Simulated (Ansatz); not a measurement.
**fcc Au**

Level of theory: r²SCAN in Ansatz (plane waves, PAW).

Run with plane-wave cutoff 500 eV, 4×4×4 k mesh, Fermi–Dirac smearing 0.1 eV, cell of 108 sites, scalar-relativistic PAW data made under PBE.

Cell: relaxed at this level.

For fcc Au, the vacancy formation energy comes out as 0.47 eV and the vacancy formation energy before relaxation comes out as 0.61 eV.

Measured, for comparison: vacancy formation energy 0.89 ± 0.04 eV (not corrected to a static lattice, monovacancy; as tabulated in Mehl and Papaconstantopoulos (1996), arXiv:mtrl-th/9602003). Computed (rounded) less measured: vacancy formation energy -0.42 eV.

Note: energies are extrapolated to zero smearing, and mesh and cell size move such values by some hundredths of an eV or more.

Spin–orbit coupling is not included; it can shift volumes and moduli of such heavy elements.

Computed values are for the static lattice.

Ansatz is a program for electronic structure.
